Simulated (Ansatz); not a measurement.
Basis-set extrapolation for C₂H₃NS, SMILES `SC1C=N1` (PBE0-D4/def2-TZVP geometry, frozen core, the Gaussian-basis code of Ansatz). Multiplicity 1, RHF reference.

|  | def2-TZVPP | def2-QZVPP |
| --- | --- | --- |
| HF | -529.434319 | -529.451551 |
| MP2 correlation | -0.691556 | -0.740800 |
| CCSD(T) correlation | -0.753826 | not run |

Energies in hartree. Use E(X) = E(∞) + A·exp(−7.88·√X) for Hartree–Fock and E(X) = E(∞) + B·X^(−2.97) for correlation, with X = 3 and 4, and add CCSD(T) minus MP2 of the smaller set to the MP2 limit.

Q: What is the CCSD(T) energy at the basis-set limit?

A: HF limit: -529.451551 + (-0.017232) × 0.13774 = -529.45392. MP2 limit: -0.740800 + (-0.049244) × 0.74074 = -0.77728. Higher-order term: -0.753826 − (-0.691556) = -0.06227. Total: -530.29347 hartree, 2.87 eV below CCSD(T)/def2-TZVPP.
